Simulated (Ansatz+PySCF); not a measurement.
Results of a calculation; reference values are marked as such.
A run of PySCF 2.14.0 on doublet C2H4Cl at this shape:

```xyz
7

C     0.0059    0.0000   -0.9109
C    -0.2620    0.0000    0.5195
Cl    1.3860    0.0000    1.5030
H     0.1974    0.9290   -1.4323
H     0.1974   -0.9290   -1.4323
H    -0.7623    0.8960    0.8765
H    -0.7623   -0.8960    0.8765
```

Its results:

| Quantity | Value |
| --- | --- |
| Converged | yes |
| Reference energy | -537.56543 hartree |
| Correlation energy | -0.50736 hartree |
| Total energy | -538.07279 hartree |
| Spin squared of the determinant | 0.775 |

(1) Which input gives this output? Name the method, the orbitals and the basis set, and write the input.

Answers

(1) UHF-MP2 in cc-pVTZ on H, C; cc-pV(T+d)Z on Cl.

```python
from pyscf import gto, scf, mp

# the (T+d) and (D+d) sets load through basis_set_exchange
mol = gto.M(atom="""
C 0.005860 0.000000 -0.910860
C -0.262030 0.000000 0.519520
Cl 1.386040 0.000000 1.502980
H 0.197390 0.928960 -1.432330
H 0.197390 -0.928960 -1.432330
H -0.762320 0.895980 0.876520
H -0.762320 -0.895980 0.876520
""", basis={'C': 'cc-pvtz', 'Cl': 'cc-pv(t+d)z', 'H': 'cc-pvtz'}, charge=0, spin=1)
mf = scf.UHF(mol)
mf.kernel()
pt = mp.MP2(mf, frozen=7).run()
print(mf.e_tot, pt.e_corr, pt.e_tot)
```
